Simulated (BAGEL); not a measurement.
# C2H6Si (SiMe2): B3LYP/6-311+G(d,p) (density fitting with qzvpp-jkfit)

What is the energy change on altering one bond length of C2H6Si (SiMe2) at B3LYP/6-311+G** (density fitting with qzvpp-jkfit)? 

Program for the calculation: BAGEL 1.2.2.

2 further runs of the same task are left out: 2 set aside as unsound or not needed.

## Step 1: The structure to begin with

C2H6Si has 9 atoms, charge 0, and is taken as a singlet. SMILES: `C[Si]C`. Geometry: relaxed at GFN2-xTB.

Bond lengths: Si1–C2 1.926 Å, Si1–C6 1.926 Å, C2–H3 1.091 Å, C2–H4 1.091 Å, C2–H5 1.088 Å, C6–H7 1.091 Å, C6–H8 1.091 Å, C6–H9 1.088 Å. Some angles: C2–Si1–C6 98.8°, Si1–C2–H3 111.3°, Si1–C2–H4 111.6°, Si1–C2–H5 111.8°, Si1–C6–H7 111.2°, Si1–C6–H8 111.7°, Si1–C6–H9 111.7°, H3–C2–H4 107.4°, H3–C2–H5 107.2°, H4–C2–H5 107.3°.

## Step 2: A single-point energy at B3LYP/6-311+G(d,p) (density fitting with qzvpp-jkfit)

input.json reads:

```json
{ "bagel" : [

{
  "title" : "molecule",
  "basis" : "6-311+gss.json",
  "df_basis" : "qzvpp-jkfit",
  "angstrom" : true,
  "geometry" : [
    { "atom" : "Si", "xyz" : [      -0.001340,       0.011450,      -1.288740 ] },
    { "atom" : "C", "xyz" : [       1.461870,      -0.015910,      -0.036860 ] },
    { "atom" : "H", "xyz" : [       1.445300,      -0.920370,       0.572300 ] },
    { "atom" : "H", "xyz" : [       1.423980,       0.836260,       0.642740 ] },
    { "atom" : "H", "xyz" : [       2.425990,       0.015410,      -0.541030 ] },
    { "atom" : "C", "xyz" : [      -1.461920,       0.015870,      -0.033360 ] },
    { "atom" : "H", "xyz" : [      -1.455220,       0.919550,       0.577050 ] },
    { "atom" : "H", "xyz" : [      -1.412680,      -0.836710,       0.644780 ] },
    { "atom" : "H", "xyz" : [      -2.425970,      -0.025560,      -0.536870 ] }
  ]
},

{ "title" : "ks", "xc_func" : "b3lyp" },

{ "title" : "print", "file" : "orbitals.molden", "orbitals" : true }

]}
```

The basis set 6-311+G** is read from a file made from the Basis Set Exchange's data (not shown).

Command:

```console
$ BAGEL_NUM_THREADS=1 BAGEL input.json > input.out
```

What it wrote:

```text
* using 1 threads per process

  ===============================================================
  ===============================================================

  *** Geometry ***

  { "atom" : "Si", "xyz" : [     -0.002532,      0.021637,     -2.435366 ] },
  { "atom" : "C", "xyz" : [      2.762534,     -0.030066,     -0.069655 ] },
  { "atom" : "H", "xyz" : [      2.731221,     -1.739247,      1.081490 ] },
  { "atom" : "H", "xyz" : [      2.690932,      1.580302,      1.214603 ] },
  { "atom" : "H", "xyz" : [      4.584457,      0.029121,     -1.022399 ] },
  { "atom" : "C", "xyz" : [     -2.762628,      0.029990,     -0.063041 ] },
  { "atom" : "H", "xyz" : [     -2.749967,      1.737698,      1.090466 ] },
  { "atom" : "H", "xyz" : [     -2.669578,     -1.581153,      1.218458 ] },
  { "atom" : "H", "xyz" : [     -4.584419,     -0.048301,     -1.014537 ] },

  Number of auxiliary basis functions:      386

  Since a DF basis is specified, we compute 2- and 3-index integrals:
    o Being stored without compression. Storage requirement is 0.037 GB

  Number of basis functions:      110
  Number of electrons      :       32

    * METHOD: MOLECULE                             0.19

  *** Kohn-Sham DFT ***

    * Removing 15704 points whose weight is below 1.00e-10
    * Grid points: 118450

  === Nuclear Repulsion ===
    96.5117842243

       - DIIS with orbital gradients will be used.

  === KS iteration (b3lyp / 6-311+gss.json) ===
      0       -281.08631963          0.25558499           0.42
      1       -264.78706529          0.16506302           0.40
      2       -285.73477353          0.22763861           0.41
      3       -351.95659371          0.15650396           0.41
      4       -351.14797072          0.15585166           0.43
      5       -354.37205151          0.14080810           0.41
      6       -360.04436379          0.12004014           0.43
      7       -362.89788801          0.11339162           0.44
      8       -368.83996502          0.03180016           0.42
      9       -369.10910483          0.02500243           0.43
     10       -369.31649692          0.00426510           0.43
     11       -369.32190793          0.00156340           0.43
     12       -369.32268072          0.00032483           0.43
     13       -369.32271688          0.00005424           0.42
     14       -369.32271794          0.00000888           0.41
     15       -369.32271798          0.00000292           0.41
     16       -369.32271799          0.00000062           0.41
     17       -369.32271799          0.00000026           0.43
     18       -369.32271799          0.00000010           0.44
     19       -369.32271799          0.00000002           0.43
     20       -369.32271799          0.00000002           0.42
     21       -369.32271799          0.00000000           0.45
    * SCF iteration converged.

    * Permanent dipole moment:
           (   -0.000507,     0.003764,    -0.474020) a.u.

    * METHOD: KS                                  10.02

    * METHOD: PRINT                                0.03

  ===============================================================
```

Run time: 11 s. Hardware: 1 thread of Arm Neoverse V1, shared host; peak memory 0.57 GiB.

## Step 3: The distorted shape

input.json reads:

```json
{ "bagel" : [

{
  "title" : "molecule",
  "basis" : "6-311+gss.json",
  "df_basis" : "qzvpp-jkfit",
  "angstrom" : true,
  "geometry" : [
    { "atom" : "Si", "xyz" : [    0.011916,    0.735041,   -1.776084 ] },
    { "atom" : "C", "xyz" : [    1.475126,    0.707681,   -0.524204 ] },
    { "atom" : "H", "xyz" : [    1.445300,   -0.920370,    0.572300 ] },
    { "atom" : "H", "xyz" : [    1.437236,    1.559851,    0.155396 ] },
    { "atom" : "H", "xyz" : [    2.439246,    0.739001,   -1.028374 ] },
    { "atom" : "C", "xyz" : [   -1.448664,    0.739461,   -0.520704 ] },
    { "atom" : "H", "xyz" : [   -1.441964,    1.643141,    0.089706 ] },
    { "atom" : "H", "xyz" : [   -1.399424,   -0.113119,    0.157436 ] },
    { "atom" : "H", "xyz" : [   -2.412714,    0.698031,   -1.024214 ] }
  ]
},
{ "title" : "ks", "xc_func" : "b3lyp" },
{ "title" : "print", "file" : "orbitals.molden", "orbitals" : true }

]}
```

The basis set 6-311+G** is read from a file made from the Basis Set Exchange's data (not shown).

Command:

```console
$ BAGEL_NUM_THREADS=1 BAGEL input.json > input.out
```

What it wrote:

```text
* using 1 threads per process

  ===============================================================
  ===============================================================

  *** Geometry ***

  { "atom" : "Si", "xyz" : [      0.022518,      1.389026,     -3.356312 ] },
  { "atom" : "C", "xyz" : [      2.787584,      1.337323,     -0.990602 ] },
  { "atom" : "H", "xyz" : [      2.731221,     -1.739247,      1.081490 ] },
  { "atom" : "H", "xyz" : [      2.715982,      2.947691,      0.293656 ] },
  { "atom" : "H", "xyz" : [      4.609507,      1.396509,     -1.943345 ] },
  { "atom" : "C", "xyz" : [     -2.737578,      1.397379,     -0.983988 ] },
  { "atom" : "H", "xyz" : [     -2.724917,      3.105086,      0.169520 ] },
  { "atom" : "H", "xyz" : [     -2.644528,     -0.213764,      0.297511 ] },
  { "atom" : "H", "xyz" : [     -4.559369,      1.319087,     -1.935484 ] },

  Number of auxiliary basis functions:      386

  Since a DF basis is specified, we compute 2- and 3-index integrals:
    o Being stored without compression. Storage requirement is 0.037 GB

  Number of basis functions:      110
  Number of electrons      :       32

    * METHOD: MOLECULE                             0.18

  *** Kohn-Sham DFT ***

    * Removing 14794 points whose weight is below 1.00e-10
    * Grid points: 119360

  === Nuclear Repulsion ===
    94.2695278557

       - DIIS with orbital gradients will be used.

  === KS iteration (b3lyp / 6-311+gss.json) ===
      0       -276.42280187          0.25171729           0.45
      1       -249.40014809          0.17939251           0.44
      2       -296.41664108          0.23798143           0.44
      3       -343.49899741          0.14853009           0.44
      4       -359.12954565          0.11796922           0.44
      5       -365.78672575          0.07855940           0.44
      6       -368.36216876          0.04476339           0.45
      7       -368.78408385          0.02909442           0.43
      8       -369.10348767          0.01501075           0.43
      9       -369.19543737          0.00490456           0.42
     10       -369.20652391          0.00113011           0.42
     11       -369.20705880          0.00020599           0.42
     12       -369.20707839          0.00007528           0.45
     13       -369.20708104          0.00002138           0.44
     14       -369.20708125          0.00000576           0.45
     15       -369.20708127          0.00000322           0.45
     16       -369.20708127          0.00000203           0.46
     17       -369.20708127          0.00000032           0.45
     18       -369.20708127          0.00000011           0.45
     19       -369.20708127          0.00000007           0.44
     20       -369.20708127          0.00000002           0.45
     21       -369.20708127          0.00000001           0.43
    * SCF iteration converged.

    * Permanent dipole moment:
           (    0.150217,    -0.281679,    -0.142220) a.u.

    * METHOD: KS                                  10.44

    * METHOD: PRINT                                0.03

  ===============================================================
```

Wall time 11 s (1 thread of Arm Neoverse V1, shared host); peak memory 0.58 GiB.

## Step 4: Results

At B3LYP/6-311+G** (density fitting with qzvpp-jkfit):

```
                                                         quantity          value
                                        first shape: total energy  -369.32272 Eh
                                       first shape: dipole moment         1.20 D
                                         first shape: HOMO energy       -5.85 eV
                                         first shape: LUMO energy       -2.47 eV
                                       first shape: HOMO–LUMO gap        3.38 eV
                                    distorted shape: total energy  -369.20708 Eh
                                   distorted shape: dipole moment         0.89 D
                                     distorted shape: HOMO energy       -6.14 eV
                                     distorted shape: LUMO energy       -3.13 eV
                                   distorted shape: HOMO–LUMO gap        3.01 eV
energy change with the C2–H3 bond stretched from 1.091 to 1.963 Å       3.147 eV
```

What this shows: One bond (distorted shape) is far stretched, which a spin-restricted single reference describes badly; a broken-symmetry solution may lie lower. With the C2–H3 bond stretched from 1.091 to 1.963 Å the energy rises by 3.15 eV (73 kcal/mol). The first shape isn't relaxed at this level, so the change isn't measured from a minimum. A restricted reference can't describe the breaking bond well at this length.
